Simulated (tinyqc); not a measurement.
Inside a calculation. Method: Pariser-Parr-Pople SCF with singles CI, for the molecule Nc1cccs1 (SMILES; centres numbered as the heavy atoms are written). One step of it, computed by the program tinyqc.

Question. Iteration 1: Fock matrix. F_rr = H_rr + P_rr gamma_rr / 2 + sum_(s != r) P_ss gamma_rs; F_rs = H_rs - P_rs gamma_rs / 2; E = tr P (H + F) / 2 + core repulsion sum_(r<s) z_r z_s gamma_rs.

P at the start, order 1N, 2C, 3C, 4C, 5C, 6S:
$$\begin{pmatrix}
1.981010 & 0.045231 & -0.131119 & 0.035960 & 0.122080 & -0.046737 \\
0.045231 & 1.890974 & 0.327025 & -0.126273 & -0.264411 & 0.106372 \\
-0.131119 & 0.327025 & 0.927178 & 0.710441 & 0.543005 & -0.266419 \\
0.035960 & -0.126273 & 0.710441 & 0.656682 & 0.596410 & -0.066808 \\
0.122080 & -0.264411 & 0.543005 & 0.596410 & 0.678098 & 0.401252 \\
-0.046737 & 0.106372 & -0.266419 & -0.066808 & 0.401252 & 1.866057
\end{pmatrix}$$

core matrix H (eV), order 1N, 2C, 3C, 4C, 5C, 6S:
$$\begin{pmatrix}
-57.625432 & -2.140000 & 0.000000 & 0.000000 & 0.000000 & 0.000000 \\
-2.140000 & -61.969335 & -2.280000 & 0.000000 & 0.000000 & -1.930000 \\
0.000000 & -2.280000 & -53.699832 & -2.280000 & 0.000000 & 0.000000 \\
0.000000 & 0.000000 & -2.280000 & -50.683837 & -2.280000 & 0.000000 \\
0.000000 & 0.000000 & 0.000000 & -2.280000 & -53.057741 & -1.930000 \\
0.000000 & -1.930000 & 0.000000 & 0.000000 & -1.930000 & -59.663946
\end{pmatrix}$$

repulsion gamma_rs (eV), order 1N, 2C, 3C, 4C, 5C, 6S:
$$\begin{pmatrix}
16.800000 & 8.281656 & 5.333701 & 3.823406 & 3.823406 & 5.381632 \\
8.281656 & 11.130000 & 7.552804 & 5.520570 & 5.520570 & 7.826040 \\
5.333701 & 7.552804 & 11.130000 & 7.554850 & 5.519866 & 5.622455 \\
3.823406 & 5.520570 & 7.554850 & 11.130000 & 7.553862 & 5.623872 \\
3.823406 & 5.520570 & 5.519866 & 7.553862 & 11.130000 & 7.828316 \\
5.381632 & 7.826040 & 5.622455 & 5.623872 & 7.828316 & 13.000000
\end{pmatrix}$$

Centres (angstrom, eV; a flat drawing with bonds scaled to 1.40 angstrom):
```
centre          x          y  core charge z          W   gamma_rr
1N       2.159000   0.000000              2  25.600000  16.800000
2C       0.759000   0.000000              1  11.160000  11.130000
3C      -0.064000   1.133000              1  11.160000  11.130000
4C      -1.395000   0.700000              1  11.160000  11.130000
5C      -1.395000  -0.700000              1  11.160000  11.130000
6S      -0.064000  -1.133000              2  22.000000  13.000000
```

Give: F; pi energy.

Answer.

F (eV), order 1N, 2C, 3C, 4C, 5C, 6S:
$$\begin{pmatrix}
-5.2334 & -2.3273 & 0.3497 & -0.0687 & -0.2334 & 0.1258 \\
-2.3273 & -6.0646 & -3.5150 & 0.3486 & 0.7299 & -2.3462 \\
0.3497 & -3.5150 & -4.4958 & -4.9636 & -1.4987 & 0.7490 \\
-0.0687 & 0.3486 & -4.9636 & -6.3945 & -4.5326 & 0.1879 \\
-0.2334 & 0.7299 & -1.4987 & -4.5326 & -6.5842 & -3.5006 \\
0.1258 & -2.3462 & 0.7490 & 0.1879 & -3.5006 & -7.8602
\end{pmatrix}$$

pi energy = -113.7419 eV
